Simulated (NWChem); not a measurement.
System: methanethiol (CH4S); SMILES CS

Input file for NWChem:

```
start job
memory heap 200 mb stack 900 mb global 1100 mb
geometry units angstroms noautoz
  C      0.007930     1.146969     0.000000
  S      0.078698    -0.679199     0.000000
  H     -0.488987     1.543455     0.906731
  H      1.058961     1.493961     0.000000
  H     -0.488987     1.543455    -0.906731
  H     -1.267336    -0.888352     0.000000
end
basis spherical
  * library def2-svp
end
dft
  xc b3lyp
  iterations 150
end
tddft
  cis
  nroots 6
  notriplet
end
task tddft energy
```

Output (shortened):

```
             Northwest Computational Chemistry Package (NWChem) 7.3.0
             --------------------------------------------------------

 CS  symmetry detected

                             Geometry "geometry" -> ""
                             -------------------------

 Output coordinates in angstroms (scale by  1.889725989 to convert to a.u.)

  No.       Tag          Charge          X              Y              Z
 ---- ---------------- ---------- -------------- -------------- --------------
    1 C                    6.0000     0.01223901     1.15817253     0.00000000
    2 S                   16.0000     0.06890959    -0.66848729     0.00000000
    3 H                    1.0000    -0.48160290     1.55848219     0.90673100
    4 H                    1.0000     1.06591697     1.49704179     0.00000000
    5 H                    1.0000    -0.48160290     1.55848219    -0.90673100
    6 H                    1.0000    -1.27869867    -0.86724467     0.00000000

 Effective nuclear repulsion energy (a.u.)      55.7855067509

      Symmetry information
      --------------------

 Group name             Cs
 Group number              2
 Group order               2
 No. of unique centers     5

                                 NWChem DFT Module
                                 -----------------

 Summary of "ao basis" -> "ao basis" (spherical)
 ------------------------------------------------------------------------------
       Tag                 Description            Shells   Functions and Types
 ---------------- ------------------------------  ------  ---------------------
 C                          def2-svp                 6       14   3s2p1d
 S                          def2-svp                 8       18   4s3p1d
 H                          def2-svp                 3        5   2s1p

      Symmetry analysis of basis
      --------------------------

        a'         36
        a"         16

            General Information
            -------------------
          SCF calculation type: DFT
          Wavefunction type:  closed shell.
          No. of atoms     :     6
          No. of electrons :    26
           Alpha electrons :    13
            Beta electrons :    13
          Charge           :     0
          Spin multiplicity:     1
          Use of symmetry is: off; symmetry adaption is: on
          Maximum number of iterations: 150
          AO basis - number of functions:    52
                     number of shells:    26
          Convergence on energy requested:  1.00D-06
          Convergence on density requested:  1.00D-05
          Convergence on gradient requested:  5.00D-04

              XC Information
              --------------
                         B3LYP Method XC Potential
                     Hartree-Fock (Exact) Exchange  0.200
                        Slater Exchange Functional  0.800 local
                    Becke 1988 Exchange Functional  0.720 non-local
              Lee-Yang-Parr Correlation Functional  0.810
                  VWN I RPA Correlation Functional  0.190 local

             Grid Information
             ----------------
          Grid used for XC integration:  medium
          Radial quadrature: Mura-Knowles
          Angular quadrature: Lebedev.
          Tag              B.-S. Rad. Rad. Pts. Rad. Cut. Ang. Pts.
          ---              ---------- --------- --------- ---------
          C                   0.70       49           8.0       434
          S                   1.00       88           8.0       590
          H                   0.35       45          10.0       434
          Grid pruning is: on
          Number of quadrature shells:   317
          Spatial weights used:  Erf1

      Superposition of Atomic Density Guess
      -------------------------------------

 Sum of atomic energies:        -436.96924501

      Non-variational initial energy
      ------------------------------

 Total energy =    -437.772241
 1-e energy   =    -712.159352
 2-e energy   =     218.601604
 HOMO         =      -0.278620
 LUMO         =       0.070769

      Symmetry analysis of molecular orbitals - initial
      -------------------------------------------------

  Numbering of irreducible representations:

     1 a'          2 a"

  Orbital symmetries:

[...]

                                NWChem TDDFT Module
                                -------------------

            General Information
            -------------------
           No. of orbitals :     104
            Alpha orbitals :      52
             Beta orbitals :      52
        Alpha frozen cores :       0
         Beta frozen cores :       0
     Alpha frozen virtuals :       0
      Beta frozen virtuals :       0
         Spin multiplicity :       1
    Number of AO functions :      52
        Use of symmetry is : off
      Symmetry adaption is : on
         Schwarz screening :  0.10D-07

              XC Information
              --------------
                  B3LYP Method XC Potential
              Hartree-Fock (Exact) Exchange   0.20
                 Slater Exchange Functional   0.80 local
             Becke 1988 Exchange Functional   0.72 non-local
       Lee-Yang-Parr Correlation Functional   0.81
           VWN I RPA Correlation Functional   0.19 local

             TDDFT Information
             -----------------
          Calculation type : Tamm-Dancoff TDDFT
         Wavefunction type : Restricted singlets
          No. of electrons :      26
           Alpha electrons :      13
            Beta electrons :      13
              No. of roots :       6
          Max subspacesize :    5200
            Max iterations :     100
               Target root :       1
           Target symmetry : none
      Symmetry restriction : off
                 Algorithm : Optimal
        Davidson threshold :  0.10D-03

    6 smallest eigenvalue differences (eV)
--------------------------------------------------------
  No. Spin  Occ  Vir  Irrep   E(Occ)    E(Vir)   E(Diff)
--------------------------------------------------------
    1    1   13   14 a"       -0.232     0.027     7.051
    2    1   13   15 a"       -0.232     0.063     8.024
    3    1   13   16 a"       -0.232     0.097     8.943
    4    1   13   17 a"       -0.232     0.119     9.548
    5    1   13   18 a'       -0.232     0.121     9.600
    6    1   12   14 a'       -0.330     0.027     9.720
--------------------------------------------------------

  Entering Davidson iterations
  Restricted singlet excited states

  Iter   NTrls   NConv    DeltaV     DeltaE      Time
  ----  ------  ------  ---------  ---------  ---------
    1      6       0     0.11E+00   0.10+100        3.3
    2     12       0     0.33E-01   0.18E-01        2.8
    3     18       0     0.74E-02   0.14E-02        2.7
    4     24       4     0.33E-02   0.19E-03        2.7
    5     26       4     0.97E-03   0.21E-04        1.8
    6     28       5     0.15E-03   0.10E-05        2.0
    7     29       6     0.43E-04   0.34E-07        1.4
  ----  ------  ------  ---------  ---------  ---------
  Convergence criterion met

  Ground state a'       -438.561696686874 a.u.

  ----------------------------------------------------------------------------
  Root   1 singlet a"             0.208765658 a.u.                5.6808 eV
  ----------------------------------------------------------------------------
     Transition Moments    X -0.00000   Y -0.00000   Z  0.00399
     Dipole Oscillator Strength                    0.0000022159
     Electric Quadrupole                           0.0000000135
     Magnetic Dipole                               0.0000008787
     Total Oscillator Strength                     0.0000031080

     Occ.   13  a"  ---  Virt.   14  a'      -0.99297
     Occ.   13  a"  ---  Virt.   16  a'       0.11126
  ----------------------------------------------------------------------------
  Root   2 singlet a"             0.255688133 a.u.                6.9576 eV
  ----------------------------------------------------------------------------
     Transition Moments    X  0.00000   Y -0.00000   Z  0.00272
     Dipole Oscillator Strength                    0.0000012609
     Electric Quadrupole                           0.0000000019
     Magnetic Dipole                               0.0000001995
     Total Oscillator Strength                     0.0000014623

     Occ.   13  a"  ---  Virt.   15  a'      -0.98809
     Occ.   13  a"  ---  Virt.   16  a'       0.11681
  ----------------------------------------------------------------------------
  Root   3 singlet a"             0.284813426 a.u.                7.7502 eV
  ----------------------------------------------------------------------------
     Transition Moments    X -0.00000   Y -0.00000   Z -0.07908
     Dipole Oscillator Strength                    0.0011874440
     Electric Quadrupole                           0.0000001438
     Magnetic Dipole                               0.0000004729
     Total Oscillator Strength                     0.0011880608

     Occ.   13  a"  ---  Virt.   14  a'       0.11164
     Occ.   13  a"  ---  Virt.   15  a'       0.12086
     Occ.   13  a"  ---  Virt.   16  a'       0.98532
  ----------------------------------------------------------------------------
  Root   4 singlet a"             0.310866965 a.u.                8.4591 eV
  ----------------------------------------------------------------------------
     Transition Moments    X  0.00000   Y -0.00000   Z -0.15553
     Dipole Oscillator Strength                    0.0050132389
     Electric Quadrupole                           0.0000001584
     Magnetic Dipole                               0.0000006675
     Total Oscillator Strength                     0.0050140648

[...]
```

Level: B3LYP/def2-SVP, TDA. Structure relaxed at the PBE-D3(BJ)/def2-SVP level.
